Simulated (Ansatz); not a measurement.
**AlBH₂+ (doublet): from Hartree-Fock to the top rungs, 6-31G**

How much of the correlation energy of AlBH₂+ (doublet) does each wave-function method recover here?

The runs use Ansatz 0.2.0, Gaussian basis; 6-31G, core rule «outside noble gas», up to 6 orbitals frozen.

Plan: UHF; CCSD(T) on ROHF; CCSD(T) on UHF; BCCD(T) on ROHF; CISD; CCSDT(Q) on ROHF; CCSDT(Q) on UHF; CISDTQ; CCSDTQ on ROHF; CASSCF and MRCISD+Q, 7 electrons in 10 orbitals; CASSCF and NEVPT2, 7 electrons in 10 orbitals; Full CI.

9 further runs of the same task are left out: 1 that didn't finish, 8 set aside as unsound or not needed.

## (1) The geometry

The geometry is a PBE0/def2-TZVP stationary point (not a proven minimum) of the parent state, kept for this charge and spin.

4 atoms, charge 1, spin multiplicity 2.

Atoms are counted from 1 here; the program's logs count them from 0.

Bond lengths: B1–Al2 2.240 Å, B1–H3 1.206 Å, B1–H4 1.206 Å. Angles: Al2–B1–H3 123.6°, Al2–B1–H4 123.6°, H3–B1–H4 112.9°.

## (2) UHF

The input, in.yaml:

```yaml
crystal:
  periodic: [false, false, false]
  atoms:
    - {symbol: B, position_ang: [0.000000, 0.000000, 1.484785]}
    - {symbol: Al, position_ang: [0.000000, 0.000000, -0.755666]}
    - {symbol: H, position_ang: [0.000000, 1.004980, 2.151421]}
    - {symbol: H, position_ang: [0.000000, -1.004980, 2.151421]}
basis:
  gaussian: {orbitals: 6-31G}
total_charge: 1
magnetization: {spin_polarized: true, initial_magnetization: 1}
hamiltonian: {xc: hf}
output: {orbitals: {seedname: orbitals}}
```

On the command line:

```
$ ansatz run in.yaml --threads 1 --pin off --events-out ev --progress --plain --max-ram 2393MiB
```

Further steps of the session: CCSD(T) on ROHF; CCSD(T) on UHF; BCCD(T) on ROHF; CISD; CCSDT(Q) on ROHF; CCSDT(Q) on UHF; CISDTQ; CCSDTQ on ROHF; CASSCF and MRCISD+Q, 7 electrons in 10 orbitals; CASSCF and NEVPT2, 7 electrons in 10 orbitals; Full CI.

**Question.** What will the summary of the whole plan be? Wanted: FCI below the RHF energy; RMP2 from FCI; UMP2 from FCI; RCCSD from FCI; RCCSD(T) from FCI; UCCSD(T) from FCI; RCCSDT(Q) from FCI; UCCSDT(Q) from FCI; NEVPT2 valence from FCI.

As calculated:

| quantity | value |
| --- | --- |
| FCI below the RHF energy | -2.5824 eV |
| RMP2 from FCI | +74.5 kJ/mol |
| UMP2 from FCI | +72.1 kJ/mol |
| RCCSD from FCI | +6.5 kJ/mol |
| RCCSD(T) from FCI | +1.7 kJ/mol |
| UCCSD(T) from FCI | +1.6 kJ/mol |
| RCCSDT(Q) from FCI | +0.1 kJ/mol |
| UCCSDT(Q) from FCI | 0.0 kJ/mol |
| NEVPT2 valence from FCI | +14.6 kJ/mol |
| MRCISD+Q valence from FCI | +0.4 kJ/mol |
| levels within 1 kcal/mol (43 meV) | RCCSD(T), UCCSD(T), BCCD(T), RCCSDT, UCCSDT, CISDTQ, RCCSDT(Q), UCCSDT(Q), RCCSDTQ, MRCISD valence, MRCISD+Q valence |
| T1 diagnostic | 0.038 |
| effectively unpaired electrons | 1.05 |

In words: RCCSD(T) lands +1.7 kJ/mol from the yardstick (0.7 % of the correlation energy). One determinant dominates. Of the multireference levels listed MRCISD+Q valence comes nearest in total energy (+0.4 kJ/mol), which doesn't show that its space is the better one. These misses are within one basis, not against nature; the frozen cores of restricted and unrestricted runs differ, which can shift their rows.
